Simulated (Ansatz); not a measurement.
The input, for Ansatz 0.2.0:

```yaml
crystal:
  periodic: [false, false, false]
  atoms:
    - {symbol: Cl, position_ang: [0.084376, 0.005225, 1.750627]}
    - {symbol: B, position_ang: [-0.080498, 0.013599, 0.076857]}
    - {symbol: Si, position_ang: [-0.003878, -0.018825, -1.827484]}
basis:
  gaussian: {orbitals: cc-pVDZ}
magnetization: {spin_polarized: false}
correlation: {method: bccd_t, electrons: outside_noble_gas}
```

```sh
$ ansatz run in.yaml --threads 1 --pin off --events-out ev --progress --plain --max-ram 2393MiB
```

Task: Roughly how long does this take on 1 thread of Intel Xeon, shared host, and how much host memory?

Result: 23 s wall and 0.19 GiB.

```
512 factors; integrals over basis functions are off by at most 1.0e-3 eV
mean field evaluation 1: about -21034.0561 eV, gradient 1.0e1 eV
mean field evaluation 2: about -21034.2554 eV, gradient 1.1e1 eV
mean field evaluation 4: about -21034.9604 eV, gradient 2.0e0 eV
mean field evaluation 8: about -21035.0021 eV, gradient 2.3e-1 eV
mean field evaluation 16: about -21035.0032 eV, gradient 2.2e-6 eV
mean field evaluation 32: about -21035.0032 eV, gradient 2.2e-4 eV
mean field evaluation 64: about -21034.9445 eV, gradient 3.2e0 eV
mean field evaluation 96: about -21035.0026 eV, gradient 2.2e-1 eV
mean field evaluation 128: about -21034.9994 eV, gradient 6.0e-2 eV
mean field evaluation 160: about -21034.9751 eV, gradient 5.4e-1 eV
mean field evaluation 192: about -21021.2056 eV, gradient 1.3e1 eV
mean field -21035.00323695 eV, -773.0221109206 hartree, gradient 2.2e-6 eV, S^2 0.000000; 7 other end points of the search recorded, 0 dependent functions left out; unrestricted orbitals would lower it
determinant -21035.00323695 eV, -773.0221109206 hartree, with singles and doubles -21043.58383602 eV, -773.3374421202 hartree
determinant -21034.99948995 eV, -773.0219732210 hartree, with singles and doubles -21043.58024804 eV, -773.3373102644 hartree
determinant -21035.00323695 eV, -773.0221109206 hartree, with singles and doubles -21043.58576840 eV, -773.3375131339 hartree
determinant -21034.99948995 eV, -773.0219732210 hartree, with singles and doubles -21043.58219850 eV, -773.3373819427 hartree
mean field evaluation 224: about -21035.0032 eV, gradient 2.6e-5 eV
11 core orbitals not correlated: weight in the atoms' cores, before any rotation towards them, 1.000 or more for the frozen orbitals, at most 0.000 for the correlated occupied ones
reference -21035.00323695 eV, -773.0221109206 hartree; 7, 7 occupied and 32, 32 virtual orbitals, 512 factors
second order -7.53534107 eV of doubles, -0.00000000 eV of singles
cycle   1  -8.56480816 eV  change    1.8e-2 eV  update   1.2e-2
cycle   2  -8.56262643 eV  change    2.2e-3 eV  update   3.3e-3
cycle   3  -8.56288393 eV  change   -2.6e-4 eV  update   9.1e-4
cycle   4  -8.56217863 eV  change    7.1e-4 eV  update   3.0e-4
cycle   5  -8.56217463 eV  change    4.0e-6 eV  update   1.8e-4
cycle   6  -8.56220816 eV  change   -3.4e-5 eV  update   1.1e-4
cycle   7  -8.56215490 eV  change    5.3e-5 eV  update   6.2e-5
cycle   8  -8.56213155 eV  change    2.3e-5 eV  update   3.1e-5
cycle   9  -8.56211871 eV  change    1.3e-5 eV  update   1.4e-5
perturbative correction -0.36201439 eV, -0.0133037834 hartree
Total energy: -21043.92737005 eV, -773.3500667630 hartree
```
